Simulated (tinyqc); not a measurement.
UHF in the sto-6g basis, for NH3+, spin multiplicity 2, step by step (part 2 of 3). Computed by tinyqc, a small Python program that keeps every step (integrals from PySCF). Command: `OMP_NUM_THREADS=1 python tinyqc.py 25851 25852 out.jsonl` (the two numbers bound the seeds that draw the settings). One thread of a shared host (Intel(R) Xeon(R) Processor @ 2.60GHz), about 0.3 s of CPU time with the checks.

Geometry (angstrom):
```
atom        x        y       z
N      0.0000   0.0000  0.4650
H      1.1500   0.0000  0.0000
H     -0.5750   0.9960  0.0000
H     -0.5750  -0.9960  0.0000
```

## Iteration 1: building the Fock matrix

D(alpha) at the start, order 1N 1s, 1N 2s, 1N 2px, 1N 2py, 1N 2pz, 2H 1s, 3H 1s, 4H 1s:
$$\begin{pmatrix}
1.0630 & -0.2898 & 0.0000 & 0.0000 & 0.0178 & 0.0337 & 0.0337 & 0.0337 \\
-0.2898 & 1.3239 & 0.0000 & 0.0000 & -0.1056 & -0.1467 & -0.1467 & -0.1467 \\
0.0000 & 0.0000 & 1.1329 & 0.0000 & 0.0000 & -0.1688 & 0.0844 & 0.0844 \\
0.0000 & 0.0000 & 0.0000 & 1.1329 & 0.0000 & 0.0000 & -0.1462 & 0.1462 \\
0.0178 & -0.1056 & 0.0000 & 0.0000 & 1.0406 & 0.0651 & 0.0651 & 0.0651 \\
0.0337 & -0.1467 & -0.1688 & 0.0000 & 0.0651 & 0.0442 & 0.0064 & 0.0064 \\
0.0337 & -0.1467 & 0.0844 & -0.1462 & 0.0651 & 0.0064 & 0.0442 & 0.0064 \\
0.0337 & -0.1467 & 0.0844 & 0.1462 & 0.0651 & 0.0064 & 0.0064 & 0.0442
\end{pmatrix}$$

D(beta) at the start, order 1N 1s, 1N 2s, 1N 2px, 1N 2py, 1N 2pz, 2H 1s, 3H 1s, 4H 1s:
$$\begin{pmatrix}
1.0584 & -0.2684 & 0.0000 & 0.0000 & 0.0830 & 0.0348 & 0.0348 & 0.0348 \\
-0.2684 & 1.2258 & 0.0000 & 0.0000 & -0.4040 & -0.1517 & -0.1516 & -0.1516 \\
0.0000 & 0.0000 & 1.1329 & 0.0000 & 0.0000 & -0.1688 & 0.0844 & 0.0844 \\
0.0000 & 0.0000 & 0.0000 & 1.1329 & 0.0000 & 0.0000 & -0.1462 & 0.1462 \\
0.0830 & -0.4040 & 0.0000 & 0.0000 & 0.1332 & 0.0500 & 0.0500 & 0.0500 \\
0.0348 & -0.1517 & -0.1688 & 0.0000 & 0.0500 & 0.0439 & 0.0062 & 0.0062 \\
0.0348 & -0.1516 & 0.0844 & -0.1462 & 0.0500 & 0.0062 & 0.0439 & 0.0062 \\
0.0348 & -0.1516 & 0.0844 & 0.1462 & 0.0500 & 0.0062 & 0.0062 & 0.0439
\end{pmatrix}$$

core Hamiltonian H = T + V (hartree), order 1N 1s, 1N 2s, 1N 2px, 1N 2py, 1N 2pz, 2H 1s, 3H 1s, 4H 1s:
$$\begin{pmatrix}
-25.7168 & -5.6194 & 0.0000 & 0.0000 & 0.0125 & -0.8794 & -0.8793 & -0.8793 \\
-5.6194 & -7.4638 & 0.0000 & 0.0000 & 0.1459 & -2.2586 & -2.2584 & -2.2584 \\
0.0000 & 0.0000 & -6.2191 & 0.0000 & 0.0000 & -1.7333 & 0.8665 & 0.8665 \\
0.0000 & 0.0000 & 0.0000 & -6.2191 & 0.0000 & 0.0000 & -1.5010 & 1.5010 \\
0.0125 & 0.1459 & 0.0000 & 0.0000 & -6.1472 & 0.7330 & 0.7329 & 0.7329 \\
-0.8794 & -2.2586 & -1.7333 & 0.0000 & 0.7330 & -3.9534 & -0.6403 & -0.6403 \\
-0.8793 & -2.2584 & 0.8665 & -1.5010 & 0.7329 & -0.6403 & -3.9533 & -0.6402 \\
-0.8793 & -2.2584 & 0.8665 & 1.5010 & 0.7329 & -0.6403 & -0.6402 & -3.9533
\end{pmatrix}$$

nuclear repulsion = 9.755304 hartree

Given earlier and not repeated: Two-electron integrals (ij|kl) in chemists' order.

J_ij = sum D_kl (ij|kl) with D = D(alpha) + D(beta), K_ij = sum D_kl (ik|jl) for each spin; F = H + J - K(s); E = tr D H + tr D J / 2 - 0.5 sum_s tr D(s) K(s) + E_nn.

Coulomb J (hartree), order 1N 1s, 1N 2s, 1N 2px, 1N 2py, 1N 2pz, 2H 1s, 3H 1s, 4H 1s:
$$\begin{pmatrix}
15.4369 & 2.7206 & 0.0000 & 0.0000 & -0.0205 & 0.4345 & 0.4344 & 0.4344 \\
2.7206 & 7.0079 & 0.0000 & 0.0000 & -0.0890 & 2.0172 & 2.0170 & 2.0170 \\
0.0000 & 0.0000 & 7.0312 & 0.0000 & 0.0000 & 1.6387 & -0.8192 & -0.8192 \\
0.0000 & 0.0000 & 0.0000 & 7.0312 & 0.0000 & 0.0000 & 1.4191 & -1.4191 \\
-0.0205 & -0.0890 & 0.0000 & 0.0000 & 6.9612 & -0.6762 & -0.6761 & -0.6761 \\
0.4345 & 2.0172 & 1.6387 & 0.0000 & -0.6762 & 3.7218 & 0.5501 & 0.5501 \\
0.4344 & 2.0170 & -0.8192 & 1.4191 & -0.6761 & 0.5501 & 3.7216 & 0.5500 \\
0.4344 & 2.0170 & -0.8192 & -1.4191 & -0.6761 & 0.5501 & 0.5500 & 3.7216
\end{pmatrix}$$

exchange K(alpha) (hartree), order 1N 1s, 1N 2s, 1N 2px, 1N 2py, 1N 2pz, 2H 1s, 3H 1s, 4H 1s:
$$\begin{pmatrix}
4.3085 & 0.6900 & 0.0000 & 0.0000 & -0.0004 & 0.1187 & 0.1187 & 0.1187 \\
0.6900 & 1.2388 & 0.0000 & 0.0000 & -0.0006 & 0.3035 & 0.3034 & 0.3034 \\
0.0000 & 0.0000 & 1.0303 & 0.0000 & 0.0000 & 0.1850 & -0.0925 & -0.0925 \\
0.0000 & 0.0000 & 0.0000 & 1.0303 & 0.0000 & 0.0000 & 0.1602 & -0.1602 \\
-0.0004 & -0.0006 & 0.0000 & 0.0000 & 1.0325 & -0.0742 & -0.0742 & -0.0742 \\
0.1187 & 0.3035 & 0.1850 & 0.0000 & -0.0742 & 0.1289 & 0.0650 & 0.0650 \\
0.1187 & 0.3034 & -0.0925 & 0.1602 & -0.0742 & 0.0650 & 0.1288 & 0.0650 \\
0.1187 & 0.3034 & -0.0925 & -0.1602 & -0.0742 & 0.0650 & 0.0650 & 0.1288
\end{pmatrix}$$

exchange K(beta) (hartree), order 1N 1s, 1N 2s, 1N 2px, 1N 2py, 1N 2pz, 2H 1s, 3H 1s, 4H 1s:
$$\begin{pmatrix}
4.2839 & 0.6584 & 0.0000 & 0.0000 & -0.0117 & 0.1134 & 0.1134 & 0.1134 \\
0.6584 & 1.0311 & 0.0000 & 0.0000 & -0.2525 & 0.2724 & 0.2724 & 0.2724 \\
0.0000 & 0.0000 & 0.9779 & 0.0000 & 0.0000 & 0.1782 & -0.0891 & -0.0891 \\
0.0000 & 0.0000 & 0.0000 & 0.9779 & 0.0000 & 0.0000 & 0.1543 & -0.1543 \\
-0.0117 & -0.2525 & 0.0000 & 0.0000 & 0.3315 & -0.0850 & -0.0850 & -0.0850 \\
0.1134 & 0.2724 & 0.1782 & 0.0000 & -0.0850 & 0.1199 & 0.0586 & 0.0586 \\
0.1134 & 0.2724 & -0.0891 & 0.1543 & -0.0850 & 0.0586 & 0.1199 & 0.0586 \\
0.1134 & 0.2724 & -0.0891 & -0.1543 & -0.0850 & 0.0586 & 0.0586 & 0.1199
\end{pmatrix}$$

F(alpha) (hartree), order 1N 1s, 1N 2s, 1N 2px, 1N 2py, 1N 2pz, 2H 1s, 3H 1s, 4H 1s:
$$\begin{pmatrix}
-14.5884 & -3.5888 & 0.0000 & 0.0000 & -0.0076 & -0.5636 & -0.5635 & -0.5635 \\
-3.5888 & -1.6947 & 0.0000 & 0.0000 & 0.0575 & -0.5449 & -0.5449 & -0.5449 \\
0.0000 & 0.0000 & -0.2181 & 0.0000 & 0.0000 & -0.2797 & 0.1398 & 0.1398 \\
0.0000 & 0.0000 & 0.0000 & -0.2181 & 0.0000 & 0.0000 & -0.2422 & 0.2422 \\
-0.0076 & 0.0575 & 0.0000 & 0.0000 & -0.2185 & 0.1311 & 0.1310 & 0.1310 \\
-0.5636 & -0.5449 & -0.2797 & 0.0000 & 0.1311 & -0.3605 & -0.1552 & -0.1552 \\
-0.5635 & -0.5449 & 0.1398 & -0.2422 & 0.1310 & -0.1552 & -0.3605 & -0.1552 \\
-0.5635 & -0.5449 & 0.1398 & 0.2422 & 0.1310 & -0.1552 & -0.1552 & -0.3605
\end{pmatrix}$$

F(beta) (hartree), order 1N 1s, 1N 2s, 1N 2px, 1N 2py, 1N 2pz, 2H 1s, 3H 1s, 4H 1s:
$$\begin{pmatrix}
-14.5638 & -3.5572 & 0.0000 & 0.0000 & 0.0037 & -0.5583 & -0.5582 & -0.5582 \\
-3.5572 & -1.4871 & 0.0000 & 0.0000 & 0.3094 & -0.5139 & -0.5138 & -0.5138 \\
0.0000 & 0.0000 & -0.1658 & 0.0000 & 0.0000 & -0.2729 & 0.1364 & 0.1364 \\
0.0000 & 0.0000 & 0.0000 & -0.1658 & 0.0000 & 0.0000 & -0.2363 & 0.2363 \\
0.0037 & 0.3094 & 0.0000 & 0.0000 & 0.4826 & 0.1418 & 0.1418 & 0.1418 \\
-0.5583 & -0.5139 & -0.2729 & 0.0000 & 0.1418 & -0.3516 & -0.1489 & -0.1489 \\
-0.5582 & -0.5138 & 0.1364 & -0.2363 & 0.1418 & -0.1489 & -0.3515 & -0.1488 \\
-0.5582 & -0.5138 & 0.1364 & 0.2363 & 0.1418 & -0.1489 & -0.1488 & -0.3515
\end{pmatrix}$$

total energy of this density = -53.886175 hartree

## Iteration 1: diagonalisation and new density

X, order 1N 1s, 1N 2s, 1N 2px, 1N 2py, 1N 2pz, 2H 1s, 3H 1s, 4H 1s:
$$\begin{pmatrix}
1.0226 & -0.1367 & 0.0000 & 0.0000 & 0.0064 & 0.0171 & 0.0171 & 0.0171 \\
-0.1367 & 1.2016 & 0.0000 & 0.0000 & -0.0644 & -0.2090 & -0.2090 & -0.2090 \\
0.0000 & 0.0000 & 1.0779 & 0.0000 & 0.0000 & -0.2048 & 0.1024 & 0.1024 \\
0.0000 & 0.0000 & 0.0000 & 1.0779 & 0.0000 & 0.0000 & -0.1774 & 0.1774 \\
0.0064 & -0.0644 & 0.0000 & 0.0000 & 1.0229 & 0.0746 & 0.0746 & 0.0746 \\
0.0171 & -0.2090 & -0.2048 & 0.0000 & 0.0746 & 1.1231 & -0.0307 & -0.0307 \\
0.0171 & -0.2090 & 0.1024 & -0.1774 & 0.0746 & -0.0307 & 1.1231 & -0.0307 \\
0.0171 & -0.2090 & 0.1024 & 0.1774 & 0.0746 & -0.0307 & -0.0307 & 1.1231
\end{pmatrix}$$

Diagonalise F' = X^T F X, C = X C', fill 5 alpha and 4 beta electrons from the bottom; D(s) = C_occ C_occ^T. Each column has its largest component positive (the first on a tie).

F' = X^T F X (alpha) (hartree):
$$\begin{pmatrix}
-14.3368 & -1.8665 & 0.0000 & 0.0000 & 0.0055 & -0.0676 & -0.0675 & -0.0675 \\
-1.8665 & -0.9034 & 0.0000 & 0.0000 & -0.0325 & -0.2544 & -0.2544 & -0.2544 \\
0.0000 & 0.0000 & -0.0811 & 0.0000 & 0.0000 & -0.2687 & 0.1343 & 0.1343 \\
0.0000 & 0.0000 & 0.0000 & -0.0811 & 0.0000 & 0.0000 & -0.2327 & 0.2327 \\
0.0055 & -0.0325 & 0.0000 & 0.0000 & -0.1780 & 0.1031 & 0.1031 & 0.1031 \\
-0.0676 & -0.2544 & -0.2687 & 0.0000 & 0.1031 & -0.1248 & -0.0360 & -0.0360 \\
-0.0675 & -0.2544 & 0.1343 & -0.2327 & 0.1031 & -0.0360 & -0.1248 & -0.0360 \\
-0.0675 & -0.2544 & 0.1343 & 0.2327 & 0.1031 & -0.0360 & -0.0360 & -0.1248
\end{pmatrix}$$

orbital energies (alpha) (hartree): MO1 -14.5934, MO2 -0.9057, MO3 -0.4141, MO4 -0.4141, MO5 -0.2626, MO6 0.1466, MO7 0.2441, MO8 0.2442

coefficients C (alpha), order 1N 1s, 1N 2s, 1N 2px, 1N 2py, 1N 2pz, 2H 1s, 3H 1s, 4H 1s:
$$\begin{pmatrix}
0.9950 & -0.2235 & 0.0000 & 0.0000 & -0.0868 & -0.1339 & 0.0000 & 0.0000 \\
0.0229 & 0.8400 & 0.0000 & 0.0000 & 0.4541 & 0.8279 & 0.0000 & 0.0002 \\
0.0000 & 0.0000 & 0.0000 & 0.5793 & 0.0000 & -0.0002 & 0.0000 & 0.9430 \\
0.0000 & 0.0000 & 0.5793 & 0.0000 & 0.0000 & 0.0000 & 0.9430 & 0.0000 \\
-0.0010 & -0.0793 & 0.0000 & 0.0000 & 0.8323 & -0.6068 & 0.0000 & -0.0002 \\
-0.0039 & 0.1372 & 0.0000 & 0.5260 & -0.2199 & -0.5982 & 0.0000 & -0.8081 \\
-0.0039 & 0.1371 & 0.4555 & -0.2630 & -0.2200 & -0.5985 & -0.6997 & 0.4038 \\
-0.0039 & 0.1371 & -0.4555 & -0.2630 & -0.2200 & -0.5985 & 0.6997 & 0.4038
\end{pmatrix}$$

F' = X^T F X (beta) (hartree):
$$\begin{pmatrix}
-14.3162 & -1.8605 & 0.0000 & 0.0000 & -0.0127 & -0.0683 & -0.0683 & -0.0683 \\
-1.8605 & -0.6915 & 0.0000 & 0.0000 & 0.2162 & -0.2458 & -0.2458 & -0.2458 \\
0.0000 & 0.0000 & -0.0246 & 0.0000 & 0.0000 & -0.2720 & 0.1360 & 0.1360 \\
0.0000 & 0.0000 & 0.0000 & -0.0246 & 0.0000 & 0.0000 & -0.2356 & 0.2356 \\
-0.0127 & 0.2162 & 0.0000 & 0.0000 & 0.5277 & 0.1145 & 0.1145 & 0.1145 \\
-0.0683 & -0.2458 & -0.2720 & 0.0000 & 0.1145 & -0.1223 & -0.0355 & -0.0355 \\
-0.0683 & -0.2458 & 0.1360 & -0.2356 & 0.1145 & -0.0355 & -0.1223 & -0.0355 \\
-0.0683 & -0.2458 & 0.1360 & 0.2356 & 0.1145 & -0.0355 & -0.0355 & -0.1223
\end{pmatrix}$$

orbital energies (beta) (hartree): MO1 -14.5678, MO2 -0.8055, MO3 -0.3903, MO4 -0.3903, MO5 0.1066, MO6 0.2788, MO7 0.2789, MO8 0.5933

coefficients C (beta), order 1N 1s, 1N 2s, 1N 2px, 1N 2py, 1N 2pz, 2H 1s, 3H 1s, 4H 1s:
$$\begin{pmatrix}
0.9956 & -0.2038 & 0.0000 & 0.0000 & -0.1789 & 0.0000 & 0.0000 & -0.0259 \\
0.0203 & 0.7467 & 0.0000 & 0.0000 & 1.0191 & 0.0000 & 0.0002 & 0.0352 \\
0.0000 & 0.0000 & 0.0000 & 0.5405 & -0.0001 & 0.0000 & 0.9658 & 0.0000 \\
0.0000 & 0.0000 & 0.5405 & 0.0000 & 0.0000 & 0.9658 & 0.0000 & 0.0000 \\
-0.0019 & -0.1934 & 0.0000 & 0.0000 & -0.0806 & 0.0000 & 0.0000 & 1.0116 \\
-0.0036 & 0.1795 & 0.0000 & 0.5584 & -0.6079 & 0.0000 & -0.7860 & 0.1531 \\
-0.0036 & 0.1795 & 0.4836 & -0.2792 & -0.6080 & -0.6806 & 0.3928 & 0.1531 \\
-0.0036 & 0.1795 & -0.4836 & -0.2792 & -0.6080 & 0.6806 & 0.3928 & 0.1531
\end{pmatrix}$$

D(alpha) after iteration 1, order 1N 1s, 1N 2s, 1N 2px, 1N 2py, 1N 2pz, 2H 1s, 3H 1s, 4H 1s:
$$\begin{pmatrix}
1.0475 & -0.2043 & 0.0000 & 0.0000 & -0.0555 & -0.0155 & -0.0155 & -0.0155 \\
-0.2043 & 0.9123 & 0.0000 & 0.0000 & 0.3114 & 0.0152 & 0.0152 & 0.0152 \\
0.0000 & 0.0000 & 0.3356 & 0.0000 & 0.0000 & 0.3047 & -0.1524 & -0.1524 \\
0.0000 & 0.0000 & 0.0000 & 0.3356 & 0.0000 & 0.0000 & 0.2639 & -0.2639 \\
-0.0555 & 0.3114 & 0.0000 & 0.0000 & 0.6991 & -0.1939 & -0.1940 & -0.1940 \\
-0.0155 & 0.0152 & 0.3047 & 0.0000 & -0.1939 & 0.3439 & -0.0711 & -0.0711 \\
-0.0155 & 0.0152 & -0.1524 & 0.2639 & -0.1940 & -0.0711 & 0.3439 & -0.0711 \\
-0.0155 & 0.0152 & -0.1524 & -0.2639 & -0.1940 & -0.0711 & -0.0711 & 0.3439
\end{pmatrix}$$

D(beta) after iteration 1, order 1N 1s, 1N 2s, 1N 2px, 1N 2py, 1N 2pz, 2H 1s, 3H 1s, 4H 1s:
$$\begin{pmatrix}
1.0327 & -0.1319 & 0.0000 & 0.0000 & 0.0375 & -0.0401 & -0.0401 & -0.0401 \\
-0.1319 & 0.5580 & 0.0000 & 0.0000 & -0.1445 & 0.1340 & 0.1340 & 0.1340 \\
0.0000 & 0.0000 & 0.2921 & 0.0000 & 0.0000 & 0.3018 & -0.1509 & -0.1509 \\
0.0000 & 0.0000 & 0.0000 & 0.2921 & 0.0000 & 0.0000 & 0.2614 & -0.2614 \\
0.0375 & -0.1445 & 0.0000 & 0.0000 & 0.0374 & -0.0347 & -0.0347 & -0.0347 \\
-0.0401 & 0.1340 & 0.3018 & 0.0000 & -0.0347 & 0.3441 & -0.1237 & -0.1237 \\
-0.0401 & 0.1340 & -0.1509 & 0.2614 & -0.0347 & -0.1237 & 0.3441 & -0.1237 \\
-0.0401 & 0.1340 & -0.1509 & -0.2614 & -0.0347 & -0.1237 & -0.1237 & 0.3441
\end{pmatrix}$$

Within a degenerate level the vectors are fixed only up to a rotation; this is one choice.

## Iteration 2: building the Fock matrix

As before.

Coulomb J (hartree), order 1N 1s, 1N 2s, 1N 2px, 1N 2py, 1N 2pz, 2H 1s, 3H 1s, 4H 1s:
$$\begin{pmatrix}
13.4416 & 2.3009 & 0.0000 & 0.0000 & -0.0116 & 0.3691 & 0.3691 & 0.3691 \\
2.3009 & 6.0077 & 0.0000 & 0.0000 & -0.1302 & 1.8248 & 1.8246 & 1.8246 \\
0.0000 & 0.0000 & 6.0267 & 0.0000 & 0.0000 & 1.5260 & -0.7629 & -0.7629 \\
0.0000 & 0.0000 & 0.0000 & 6.0267 & 0.0000 & 0.0000 & 1.3215 & -1.3215 \\
-0.0116 & -0.1302 & 0.0000 & 0.0000 & 5.9698 & -0.6463 & -0.6462 & -0.6462 \\
0.3691 & 1.8248 & 1.5260 & 0.0000 & -0.6463 & 3.7874 & 0.5183 & 0.5183 \\
0.3691 & 1.8246 & -0.7629 & 1.3215 & -0.6462 & 0.5183 & 3.7873 & 0.5182 \\
0.3691 & 1.8246 & -0.7629 & -1.3215 & -0.6462 & 0.5183 & 0.5182 & 3.7873
\end{pmatrix}$$

exchange K(alpha) (hartree), order 1N 1s, 1N 2s, 1N 2px, 1N 2py, 1N 2pz, 2H 1s, 3H 1s, 4H 1s:
$$\begin{pmatrix}
4.2495 & 0.6386 & 0.0000 & 0.0000 & -0.0012 & 0.1097 & 0.1096 & 0.1096 \\
0.6386 & 1.0394 & 0.0000 & 0.0000 & 0.0702 & 0.3727 & 0.3727 & 0.3727 \\
0.0000 & 0.0000 & 0.6918 & 0.0000 & 0.0000 & 0.3323 & -0.1661 & -0.1661 \\
0.0000 & 0.0000 & 0.0000 & 0.6918 & 0.0000 & 0.0000 & 0.2878 & -0.2878 \\
-0.0012 & 0.0702 & 0.0000 & 0.0000 & 0.8352 & -0.1478 & -0.1478 & -0.1478 \\
0.1097 & 0.3727 & 0.3323 & 0.0000 & -0.1478 & 0.5466 & 0.0920 & 0.0920 \\
0.1096 & 0.3727 & -0.1661 & 0.2878 & -0.1478 & 0.0920 & 0.5465 & 0.0920 \\
0.1096 & 0.3727 & -0.1661 & -0.2878 & -0.1478 & 0.0920 & 0.0920 & 0.5465
\end{pmatrix}$$

exchange K(beta) (hartree), order 1N 1s, 1N 2s, 1N 2px, 1N 2py, 1N 2pz, 2H 1s, 3H 1s, 4H 1s:
$$\begin{pmatrix}
4.2154 & 0.6146 & 0.0000 & 0.0000 & -0.0030 & 0.1044 & 0.1044 & 0.1044 \\
0.6146 & 0.8084 & 0.0000 & 0.0000 & -0.2042 & 0.3558 & 0.3558 & 0.3558 \\
0.0000 & 0.0000 & 0.6046 & 0.0000 & 0.0000 & 0.3249 & -0.1624 & -0.1624 \\
0.0000 & 0.0000 & 0.0000 & 0.6046 & 0.0000 & 0.0000 & 0.2813 & -0.2813 \\
-0.0030 & -0.2042 & 0.0000 & 0.0000 & 0.2262 & -0.1200 & -0.1200 & -0.1200 \\
0.1044 & 0.3558 & 0.3249 & 0.0000 & -0.1200 & 0.5379 & 0.0789 & 0.0789 \\
0.1044 & 0.3558 & -0.1624 & 0.2813 & -0.1200 & 0.0789 & 0.5379 & 0.0789 \\
0.1044 & 0.3558 & -0.1624 & -0.2813 & -0.1200 & 0.0789 & 0.0789 & 0.5379
\end{pmatrix}$$

F(alpha) (hartree), order 1N 1s, 1N 2s, 1N 2px, 1N 2py, 1N 2pz, 2H 1s, 3H 1s, 4H 1s:
$$\begin{pmatrix}
-16.5248 & -3.9571 & 0.0000 & 0.0000 & 0.0021 & -0.6199 & -0.6198 & -0.6198 \\
-3.9571 & -2.4955 & 0.0000 & 0.0000 & -0.0544 & -0.8065 & -0.8065 & -0.8065 \\
0.0000 & 0.0000 & -0.8842 & 0.0000 & 0.0000 & -0.5396 & 0.2698 & 0.2698 \\
0.0000 & 0.0000 & 0.0000 & -0.8842 & 0.0000 & 0.0000 & -0.4673 & 0.4673 \\
0.0021 & -0.0544 & 0.0000 & 0.0000 & -1.0125 & 0.2346 & 0.2345 & 0.2345 \\
-0.6199 & -0.8065 & -0.5396 & 0.0000 & 0.2346 & -0.7126 & -0.2141 & -0.2141 \\
-0.6198 & -0.8065 & 0.2698 & -0.4673 & 0.2345 & -0.2141 & -0.7125 & -0.2140 \\
-0.6198 & -0.8065 & 0.2698 & 0.4673 & 0.2345 & -0.2141 & -0.2140 & -0.7125
\end{pmatrix}$$

F(beta) (hartree), order 1N 1s, 1N 2s, 1N 2px, 1N 2py, 1N 2pz, 2H 1s, 3H 1s, 4H 1s:
$$\begin{pmatrix}
-16.4906 & -3.9331 & 0.0000 & 0.0000 & 0.0039 & -0.6146 & -0.6146 & -0.6146 \\
-3.9331 & -2.2645 & 0.0000 & 0.0000 & 0.2199 & -0.7896 & -0.7896 & -0.7896 \\
0.0000 & 0.0000 & -0.7970 & 0.0000 & 0.0000 & -0.5321 & 0.2660 & 0.2660 \\
0.0000 & 0.0000 & 0.0000 & -0.7970 & 0.0000 & 0.0000 & -0.4608 & 0.4608 \\
0.0039 & 0.2199 & 0.0000 & 0.0000 & -0.4035 & 0.2067 & 0.2067 & 0.2067 \\
-0.6146 & -0.7896 & -0.5321 & 0.0000 & 0.2067 & -0.7040 & -0.2010 & -0.2010 \\
-0.6146 & -0.7896 & 0.2660 & -0.4608 & 0.2067 & -0.2010 & -0.7039 & -0.2009 \\
-0.6146 & -0.7896 & 0.2660 & 0.4608 & 0.2067 & -0.2010 & -0.2009 & -0.7039
\end{pmatrix}$$

total energy of this density = -55.507008 hartree
